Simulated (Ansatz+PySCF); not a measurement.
# doublet H2S(+): levels of theory in one basis

```xyz
3

S    -0.0068   -0.6225   -0.0068
H    -0.0076    0.3171    0.9949
H     0.0053    0.3054   -0.9945
```

Basis set: cc-pVTZ on H; cc-pV(T+d)Z on S (spherical functions). Correlated methods keep 5 orbitals frozen. Correlation on ROHF uses semicanonical orbitals with singles. Charge 1, multiplicity 2.

Computed with Ansatz (development build ahead of 0.2.0) and PySCF 2.14.0; each method stands on the lowest determinant of its kind that the runs found.

```json
{"method": "ROHF", "E − E(ROHF) (eV)": "0.00", "<S²> of the determinant": "0.75"}
{"method": "UHF", "E − E(ROHF) (eV)": "-0.17", "<S²> of the determinant": "0.77"}
{"method": "ROHF-MP2", "E − E(ROHF) (eV)": "-4.27", "<S²> of the determinant": "–"}
{"method": "UHF-MP2", "E − E(ROHF) (eV)": "-4.24", "<S²> of the determinant": "0.77"}
{"method": "ROHF-CCSD", "E − E(ROHF) (eV)": "-4.98", "<S²> of the determinant": "–"}
{"method": "UHF-CCSD", "E − E(ROHF) (eV)": "-4.99", "<S²> of the determinant": "0.77"}
```

Question: What does ROHF-CCSD(T) give on the same scale?

Answer: -5.15 eV.
